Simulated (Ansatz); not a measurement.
# AlBeH2+ (triplet): the correlation ladder, def2-QZVPP

An exercise on one series of results from a longer session: the logs are not shown, and one member is left open.

Computed with Ansatz 0.2.0, Gaussian basis. Level: def2-QZVPP, core rule «outside noble gas», up to 6 orbitals frozen.

Plan: UHF; ROHF; CCSD(T) on UHF.

2 further runs of the same task are left out: 2 set aside as unsound or not needed. Runs told in other sessions of the task aren't counted.

### The geometry

The geometry is a PBE0/def2-TZVP stationary point (not a proven minimum) of the parent state, kept for this charge and spin.

4 atoms, charge 1, spin multiplicity 3.

Atoms are counted from 1 here; the program's logs count them from 0.

Bond lengths: Al1–H3 1.603 Å, Be2–H4 1.345 Å.

Geometry (Å):

```xyz
4
charge 1, multiplicity 3
Al    0.00000   -0.08724    0.61249
Be    0.00000    0.14552   -1.69473
H     0.00000    0.99819    1.79208
H     0.00000    0.03601   -3.03501
```

Set-up of the first run:

File in.yaml:

```yaml
crystal:
  periodic: [false, false, false]
  atoms:
    - {symbol: Al, position_ang: [0.000000, -0.087238, 0.612491]}
    - {symbol: Be, position_ang: [0.000000, 0.145516, -1.694725]}
    - {symbol: H, position_ang: [0.000000, 0.998189, 1.792085]}
    - {symbol: H, position_ang: [0.000000, 0.036007, -3.035011]}
basis:
  gaussian: {orbitals: "def2-QZVPP.json"}
total_charge: 1
magnetization: {spin_polarized: true, initial_magnetization: 2}
hamiltonian: {xc: hf}
output: {orbitals: {seedname: orbitals}}
```

Command:

```sh
$ ansatz run in.yaml --threads 1 --pin off --events-out ev --progress --plain --max-ram 2393MiB
```

Among the steps run: UHF; ROHF; CCSD(T) on UHF.

One of the session's tables, all rows but one given; the rest of the session is left out.

| method | from UCCSD(T) (kcal/mol) |
| --- | --- |
| ROHF | ? |
| UHF | +66.74 |
| UMP2 | +17.30 |
| UCCSD | +1.69 |
| UCCSD(T) | 0 |

Estimate the missing values for ROHF.

As computed: from UCCSD(T) (kcal/mol): +68.94. In the column «from UCCSD(T) (kcal/mol)» it is the highest.
